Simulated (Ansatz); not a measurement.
Born–Oppenheimer molecular dynamics of ClH5OSi (8 atoms, charge 0, multiplicity 1). It starts at the highest image of a converged band, a first-order saddle point between two minima.

Theory: RKS LDA/def2-SVP in Ansatz 0.2.0.

```yaml
ensemble: NVE (velocity Verlet)
time_step: 0.5 fs
steps_asked: 200
starting_velocities_drawn_for: 300 K
seed: 2349
```

First frame:

```xyz
8
Properties=species:S:1:pos:R:3
Si -0.184 0.080 -0.065
Cl 0.053 0.602 2.232
H 1.187 -0.539 0.022
H -0.220 1.500 -0.533
H -0.751 -0.737 -1.231
O -1.888 -0.275 0.745
H -2.271 -1.163 0.576
H -1.583 -0.097 1.722
```

How far do the bonds stretch over the last three quarters of this one trajectory? (Pairs bonded in most of those frames.)


| bond | mean (Å) | spread (Å) | shortest | longest |
| --- | --- | --- | --- | --- |
| Si1–Cl2 | 2.651 | 0.239 | 2.37 | 3.19 |
| Si1–H3 | 1.502 | 0.031 | 1.45 | 1.55 |
| Si1–H4 | 1.501 | 0.037 | 1.45 | 1.55 |
| Si1–H5 | 1.524 | 0.014 | 1.50 | 1.55 |
| Si1–O6 | 1.789 | 0.079 | 1.68 | 1.90 |
| Cl2–H8 | 1.551 | 0.194 | 1.30 | 1.85 |
| O6–H7 | 0.979 | 0.005 | 0.97 | 0.99 |

Pairs bonded in part of these frames only: Si1–Cl2 62 %, Cl2–H8 62 %, O6–H8 50 %.

Mean temperature of the second half: 499 K. The conserved energy stayed within 0.087 meV per atom of its start (net change 0.049 meV per atom), so the integration is sound. The kinetic energy rose, since the run started high on the potential surface and went downhill. It ends in pieces (ClH + H4OSi), so much of that is their flight and rotation, not heat. A run of 0.1 ps of so small a system gives no equilibrium averages. The orbitals stay closed-shell, which can raise the energy where a bond breaks towards radicals; this wasn't checked here.

Run time: 4.2 min on 1 thread of Arm Neoverse V1 (shared host), peak memory 0.14 GiB.
